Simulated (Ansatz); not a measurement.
# CHPSi (singlet): one geometry, many settings at a displaced geometry (v1)

The task here is to estimate one member of a computed series from the others.

Computed with Ansatz 0.2.0, Gaussian basis. Level: the settings change from run to run.

22 further runs of the same task are left out: 12 that didn't finish, 10 set aside as unsound or not needed.

### What is computed

The geometry is a PBE0/def2-TZVP stationary point (not a proven minimum) with its atoms shifted at random (size 0.040 Å).

4 atoms, charge 0, spin multiplicity 1.

Atoms are counted from 1 here; the program's logs count them from 0.

Bond lengths: P1–C2 1.680 Å, P1–Si3 2.278 Å, C2–Si3 1.802 Å, C2–H4 1.079 Å. Angles: C2–P1–Si3 51.5°, P1–C2–Si3 81.7°, P1–C2–H4 133.6°, Si3–C2–H4 144.7°, P1–Si3–C2 46.9°.

Coordinates:

```xyz
4

P    -0.0174   -0.3146    1.0579
C    -0.0183    1.0587    0.0901
Si    0.0297   -0.1817   -1.2160
H    -0.0731    2.1158    0.2993
```

The first run:

Contents of in.yaml:

```yaml
crystal:
  periodic: [false, false, false]
  atoms:
    - {symbol: P, position_ang: [-0.017448, -0.314586, 1.057946]}
    - {symbol: C, position_ang: [-0.018281, 1.058678, 0.090100]}
    - {symbol: Si, position_ang: [0.029683, -0.181735, -1.216015]}
    - {symbol: H, position_ang: [-0.073094, 2.115781, 0.299281]}
basis:
  gaussian: {orbitals: cc-pVDZ}
correlation: {active_space: {ras: {orbitals: [7, 0, 37], electrons: 14, max_holes: 2, max_particles: 2}, fixed_orbitals: true}}
scf: {lower_state_search: off}
```

Command:

```
$ ansatz run in.yaml --threads 1 --pin off --events-out ev --progress --plain --max-ram 2393MiB
```

Steps of the session up to this table: CISD/cc-pVDZ; CCSD/cc-pVDZ; BCCD/cc-pVDZ; CCSD(T) on UHF/cc-pVDZ.

One of the session's tables, all rows but one given; the rest of the session is left out.

```
                            level  from RCCSDT(Q) (meV)
                     CISD/cc-pVDZ                     ?
   CCSD/cc-pVDZ (on PBE orbitals)                 745.7
BCCD/cc-pVDZ (on r2SCAN orbitals)                 650.3
           CCSD(T) on UHF/cc-pVDZ                  66.9
```

**Question.** Estimate the row for CISD/cc-pVDZ.

**Answer.** from RCCSDT(Q) (meV): 1699.9. In the column «from RCCSDT(Q) (meV)» it is the highest.
